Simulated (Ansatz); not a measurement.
# B₂SiH+ (quintet): from Hartree-Fock to the top rungs, cc-pVDZ

An exercise on one series of results from a longer session: the logs are not shown, and one member is left open.

The runs use Ansatz 0.2.0, Gaussian basis; cc-pVDZ, core rule «outside noble gas», up to 7 orbitals frozen.

Plan: UHF; CCSD(T) on ROHF; CCSD(T) on UHF; BCCD(T) on ROHF; CISD as a restricted active space (open shells left free, so some higher excitations enter); CCSDT(Q) on ROHF; CCSDT(Q) on UHF.

19 further runs of the same task are left out: 5 that didn't finish, 14 set aside as unsound or not needed. Runs told in other sessions of the task aren't counted.

## The geometry

The geometry is a PBE0/def2-TZVP stationary point (not a proven minimum) of the parent state, kept for this charge and spin.

4 atoms, charge 1, spin multiplicity 5.

Atoms are counted from 1 here; the program's logs count them from 0.

Bond lengths: B1–Si2 1.995 Å, B1–B3 1.731 Å, Si2–B3 1.946 Å, B3–H4 1.188 Å. Angles: Si2–B1–B3 62.5°, B1–Si2–B3 52.1°, B1–B3–Si2 65.4°, B1–B3–H4 134.1°, Si2–B3–H4 160.5°.

The first run:

File in.yaml:

```yaml
crystal:
  periodic: [false, false, false]
  atoms:
    - {symbol: B, position_ang: [0.000000, -1.102278, -0.760213]}
    - {symbol: Si, position_ang: [0.000000, 0.151019, 0.792273]}
    - {symbol: B, position_ang: [0.000000, 0.594686, -1.102049]}
    - {symbol: H, position_ang: [0.000000, 1.236325, -2.101784]}
basis:
  gaussian: {orbitals: cc-pVDZ}
total_charge: 1
magnetization: {spin_polarized: true, initial_magnetization: 4}
hamiltonian: {xc: hf}
output: {orbitals: {seedname: orbitals}}
```

Command:

```bash
$ ansatz run in.yaml --threads 1 --pin off --events-out ev --progress --plain --max-ram 2393MiB
```

Steps of the session up to this table: UHF; CCSD(T) on ROHF; CCSD(T) on UHF; BCCD(T) on ROHF; CISD as a restricted active space (open shells left free, so some higher excitations enter); CCSDT(Q) on ROHF; CCSDT(Q) on UHF.

One table of the session follows, with a row left open; its other results are not shown here.

It belongs to the step «Misses and costs». 

| method | from UCCSDT(Q) (meV) |
| --- | --- |
| ROHF | +5827.7 |
| UHF | +5729.8 |
| RMP2 | +1354.4 |
| UMP2 | +1366.2 |
| CISD | +679.2 |
| RCCSD | +320.1 |
| UCCSD | +316.5 |
| RCCSD(T) | +71.5 |
| UCCSD(T) | +71.0 |
| BCCD(T) | +67.8 |
| RCCSDT | +19.1 |
| UCCSDT | ? |
| RCCSDT(Q) | +1.2 |
| UCCSDT(Q) | 0 |

Estimate the missing values for UCCSDT.

The run gave: from UCCSDT(Q) (meV): +18.3. In the column «from UCCSDT(Q) (meV)» it lies between RCCSDT(Q) (+1.2) and RCCSDT (+19.1).

Limits of these values: Restricted and unrestricted rows rest on different reference determinants; a gap between their highest levels can come from leftover correlation error, from unlike frozen cores or from another state.
